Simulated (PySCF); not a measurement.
Water, SMILES O (H₂O), singlet, CAM-B3LYP/def2-SVP optimised geometry.

```
3

O     -0.37    -0.47     0.00
H     -0.60     0.47     0.00
H      0.60    -0.47     0.00
```

Density from CAM-B3LYP/def2-TZVP in PySCF 2.14.0 at that geometry.

Minimum of the electron density along straight lines between bonded atoms, close to the bond critical point (lines longer than 1.1 times the sum of covalent radii, or with two minima, are not listed):

```csv
bond,length / Å,ρ at the minimum / e bohr⁻³,∇²ρ there / e bohr⁻⁵,position (fraction from the first atom)
O1–H2,0.965,0.358,-2.38,0.80
O1–H3,0.965,0.358,-2.38,0.80
```
